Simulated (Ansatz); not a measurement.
## Ansatz (development build ahead of 0.2.0) run

```yaml
crystal:
  periodic: [false, false, false]
  atoms:
    - { symbol: C, position_ang: [0.0, 0.0, 0.0] }
    - { symbol: H, position_ang: [0.0, 1.5, 0.0] }
    - { symbol: H, position_ang: [0.0, -1.5, 0.0] }
basis:
  gaussian: { orbitals: pcseg-2 }
magnetization:
  initial_magnetization: 2
hamiltonian:
  xc: pbe0
```

The input is written out in the form of the current development build from the run's settings.

The run gave:

| Property | Result |
| --- | --- |
| Converged | yes |
| Total energy | -38.97494 hartree |
| Spin squared of the determinant | 2.000 |
| Stability test | minimum among restricted orbitals |

Caution: stretched shape with no unrestricted run beside it, a lower state can exist; other spin multiplicities may lie lower.
